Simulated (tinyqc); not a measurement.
G0W0 on RHF in the sto-6g basis, for H2O, spin multiplicity 1, step by step. One step of it, computed by the program tinyqc.

Problem. Screening: direct RPA. With D = e_a - e_i and K = (ia|jb): diagonalise D^(1/2) (D + 4K) D^(1/2) = Z w^2 Z^T; X + Y = D^(1/2) Z w^(-1/2), each column of Z with its largest component positive (the first on a tie); E_c = (sum w - tr (D + 2K)) / 2.

orbital energies (hartree): MO1 -20.492343, MO2 -1.238922, MO3 -0.608964, MO4 -0.425783, MO5 -0.384648, MO6 0.524270, MO7 0.706681

Two-electron integrals over orbitals (pq|rs), unique and non-zero (hartree):
```
(11|11) 4.762146    (21|11) -0.431800   (21|21) 0.063226    (22|11) 1.023368
(22|21) -0.015157   (22|22) 0.723943    (31|31) 0.010691    (32|31) 0.016984
(32|32) 0.140522    (33|11) 0.779930    (33|21) -0.004187   (33|22) 0.630452
(33|33) 0.616560    (41|11) 0.171662    (41|21) -0.022756   (41|22) 0.013990
(41|33) 0.005336    (41|41) 0.027892    (42|11) -0.133528   (42|21) 0.008833
(42|22) -0.007811   (42|33) 0.005307    (42|41) 0.020310    (42|42) 0.129185
(43|31) -0.002591   (43|32) 0.024469    (43|43) 0.047818    (44|11) 1.000682
(44|21) -0.012571   (44|22) 0.682876    (44|33) 0.589215    (44|41) -0.011299
(44|42) -0.104117   (44|44) 0.773288    (51|51) 0.026698    (52|51) 0.032695
(52|52) 0.147514    (53|53) 0.027586    (54|51) -0.012045   (54|52) -0.042947
(54|54) 0.052416    (55|11) 1.117086    (55|21) -0.011376   (55|22) 0.751677
(55|33) 0.616454    (55|41) 0.004215    (55|42) -0.069078   (55|44) 0.726290
(55|55) 0.880663    (61|11) -0.245084   (61|21) 0.038050    (61|22) -0.003483
(61|33) -0.000124   (61|41) -0.000642   (61|42) 0.020036    (61|44) -0.017169
(61|55) -0.005890   (61|61) 0.031585    (62|11) 0.306976    (62|21) -0.007935
(62|22) 0.138880    (62|33) 0.068074    (62|41) 0.018375    (62|42) 0.025033
(62|44) 0.089116    (62|55) 0.155555    (62|61) 0.005415    (62|62) 0.098433
(63|31) 0.002547    (63|32) -0.046932   (63|43) -0.033178   (63|63) 0.080400
(64|11) 0.220580    (64|21) -0.001615   (64|22) 0.103858    (64|33) 0.041761
(64|41) 0.003581    (64|42) -0.024504   (64|44) 0.119827    (64|55) 0.120313
(64|61) 0.001186    (64|62) 0.064438    (64|64) 0.070618    (65|51) 0.015496
(65|52) 0.058577    (65|54) 0.000549    (65|65) 0.037122    (66|11) 0.779235
(66|21) -0.007524   (66|22) 0.595538    (66|33) 0.559257    (66|41) 0.020069
(66|42) 0.057753    (66|44) 0.541510    (66|55) 0.575489    (66|61) 0.007050
(66|62) 0.088486    (66|64) 0.044235    (66|66) 0.584145    (71|31) 0.015488
(71|32) 0.023089    (71|43) -0.003917   (71|63) 0.003328    (71|71) 0.022485
(72|31) 0.014341    (72|32) 0.047886    (72|43) -0.029524   (72|63) 0.032744
(72|71) 0.019724    (72|72) 0.064932    (73|11) 0.369841    (73|21) -0.006984
(73|22) 0.154110    (73|33) 0.091325    (73|41) -0.000596   (73|42) -0.070354
(73|44) 0.162654    (73|55) 0.196454    (73|61) -0.005967   (73|62) 0.077045
(73|64) 0.079568    (73|66) 0.038804    (73|73) 0.151777    (74|31) -0.008506
(74|32) -0.071660   (74|43) -0.000886   (74|63) 0.048967    (74|71) -0.012085
(74|72) -0.017675   (74|74) 0.064997    (75|53) 0.023990    (75|75) 0.025380
(76|31) 0.009195    (76|32) 0.099393    (76|43) 0.052388    (76|63) -0.074056
(76|71) 0.012648    (76|72) -0.003992   (76|74) -0.057592   (76|76) 0.121378
(77|11) 0.875790    (77|21) -0.009398   (77|22) 0.622485    (77|33) 0.601216
(77|41) 0.003441    (77|42) -0.019031   (77|44) 0.606391    (77|55) 0.625978
(77|61) -0.005165   (77|62) 0.069183    (77|64) 0.044670    (77|66) 0.557975
(77|73) 0.102730    (77|77) 0.617304
```

Give: D^(1/2) (D + 4K) D^(1/2); excitation energies w; X + Y; RPA correlation energy.

Solution.

D^(1/2) (D + 4K) D^(1/2) (hartree^2):
```
          1>6       1>7     2>6      2>7     3>6      3>7     4>6      4>7
1>6  444.3532    0.0000  0.1318   0.0000  0.0000  -0.1255  0.0212   0.0000
1>7    0.0000  451.3052  0.0000   0.5067  0.0652   0.0000  0.0000  -0.2369
2>6    0.1318    0.0000  3.8031   0.0000  0.0000   0.4694  0.3336   0.0000
2>7    0.0000    0.5067  0.0000   4.2907  0.1945   0.0000  0.0000  -0.1049
3>6    0.0000    0.0652  0.0000   0.1945  1.6487   0.0000  0.0000   0.2219
3>7   -0.1255    0.0000  0.4694   0.0000  0.0000   2.5297  0.3558   0.0000
4>6    0.0212    0.0000  0.3336   0.0000  0.0000   0.3558  1.1710   0.0000
4>7    0.0000   -0.2369  0.0000  -0.1049  0.2219   0.0000  0.0000   1.5769
5>6    0.0000    0.0000  0.0000   0.0000  0.0000   0.0000  0.0000   0.0000
5>7    0.0000    0.0000  0.0000   0.0000  0.0000   0.0000  0.0000   0.0000

        5>6     5>7
1>6  0.0000  0.0000
1>7  0.0000  0.0000
2>6  0.0000  0.0000
2>7  0.0000  0.0000
3>6  0.0000  0.0000
3>7  0.0000  0.0000
4>6  0.0000  0.0000
4>7  0.0000  0.0000
5>6  0.9611  0.0000
5>7  0.0000  1.3018
```

excitation energies w (hartree): [0.9804, 1.0324, 1.1410, 1.1719, 1.3546, 1.5542, 2.0056, 2.0754, 21.0797, 21.2440]

X + Y:
```
          1        2       3        4        5        6        7        8
1>6  0.0000  -0.0004  0.0000   0.0000   0.0000   0.0013  -0.0006   0.0000
1>7  0.0000   0.0000  0.0000   0.0017   0.0011   0.0000   0.0000  -0.0037
2>6  0.0000  -0.1080  0.0000   0.0000   0.0000  -0.3750   0.8742   0.0000
2>7  0.0000   0.0000  0.0000   0.0911  -0.0377   0.0000   0.0000   0.9653
3>6  0.0000   0.0000  0.0000  -0.6448   0.6875   0.0000   0.0000   0.0519
3>7  0.0000  -0.2374  0.0000   0.0000   0.0000   0.8470   0.2664   0.0000
4>6  0.0000   0.9345  0.0000   0.0000   0.0000   0.1320   0.1033   0.0000
4>7  0.0000   0.0000  0.0000   0.7389   0.6023   0.0000   0.0000  -0.0240
5>6  0.9629   0.0000  0.0000   0.0000   0.0000   0.0000   0.0000   0.0000
5>7  0.0000   0.0000  0.9780   0.0000   0.0000   0.0000   0.0000   0.0000

           9       10
1>6   0.9985   0.0000
1>7   0.0000   0.9989
2>6   0.0001   0.0000
2>7   0.0000   0.0003
3>6   0.0000   0.0000
3>7  -0.0001   0.0000
4>6   0.0000   0.0000
4>7   0.0000  -0.0001
5>6   0.0000   0.0000
5>7   0.0000   0.0000
```

RPA correlation energy = -0.056263 hartree
